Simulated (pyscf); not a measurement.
Single points on ωB97X-D3(BJ)/def2-SVP structures (PySCF, gas phase).

Question: Estimate the classical barrier height and the reaction energy of H₃C–AlH₂ + H atom (H•) -> •H₂C–AlH₂ + hydrogen (H₂) at ωB97M-D3(BJ)/def2-TZVP. The step runs on the doublet surface, breaks C–H and forms H–H; take the separated reactants as zero.

Answer: ΔE‡ = 9.3 kcal/mol, ΔE = -4.0 kcal/mol. Zero-point energy shifts the barrier by -1.1 kcal/mol. It is a hydrogen abstraction, with an imaginary mode of 1467i cm⁻¹. •H₂C–AlH₂ lies 14.4 kcal/mol over its isomer [H₃C–AlH]• (electronic energy, ωB97M-D3(BJ)/def2-TZVP). One saddle was located; it need not be the lowest between these sides. The angle at the transferred H is 171°.
